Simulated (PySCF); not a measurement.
Structure problem from calculated spectra and properties.

Elements present: B, C and H. Monoisotopic mass: 39.0412 u (electron mass counted); charge -1.

- Couplings: largest of the computed one-bond spin–spin couplings (means over like bonds): 13C–1H +236.9, 13C–13C +153.3, 11B–1H +92.2 (×3), 13C–11B +71.5 Hz [B3LYP/pcJ-1]
- 13C NMR: chemical shifts (computed TMS as zero) by class: 123.0 (1 C), 70.1 (1 C) ppm [GIAO PBE0/pcSseg-1]
- 1H NMR: chemical shifts (computed TMS as zero) by class: 0.76 (3 H), 0.67 (1 H) ppm [GIAO PBE0/pcSseg-1]
- NMR, other nuclei: isotropic shieldings of nuclei other than C and H, by class: 149 (1 B) ppm [GIAO PBE0/pcSseg-1]
- Rotational structure: rotational constants A, B, C: 122.112, 7.874, 7.874 GHz [PBE0-D3(BJ)/def2-SVP]

The electronic properties come from PySCF, for the isolated species, density fitting. Levels stand in brackets. Isolated species at its PBE0-D3(BJ)/def2-SVP geometry, gas phase. The geometry's basis has no diffuse functions, a weakness for an anion. No diffuse functions stand in pcJ-1 and pcSseg-1, which bears on an anion's orbital energies. Each NMR value is the plain mean over a class of atoms that symmetry, rotation or inversion makes alike.

Q: Which formula fits the mass and the elements?

A: C2H4B (calculated 39.0412). No other formula that holds each of these elements comes within 0.0003 u with a fitting electron parity and a possible valence count.

Q: Propose a structure and show how it fits.

A: Numbering: `[BH3-:1][C:2]#[CH:3]`. 2 carbons fall into 2 classes; from least to most shielded: alkyne carbon [C2] (123.0 ppm), terminal alkyne carbon [C3] (70.1 ppm). Hydrogen classes from least to most shielded: 3 H on a four-coordinate boron, B1 (0.76 ppm), 1 H on a terminal alkyne carbon, C3 (0.67 ppm). The other shieldings belong to: 149 ppm, four-coordinate boron [B1]. The couplings run between: +236.9 Hz, terminal alkyne carbon [C3] and its hydrogen; +153.3 Hz, alkyne carbon [C2] and terminal alkyne carbon [C3]; +92.2 Hz, four-coordinate boron [B1] and its hydrogen (with 2 like pairs); +71.5 Hz, alkyne carbon [C2] and four-coordinate boron [B1]. The optimised geometry has point group C3v and is a prolate symmetric top. Structure: `[BH3-]C#C`. The assignments are read from this structure; whether some other isomer fits the data as well wasn't checked.
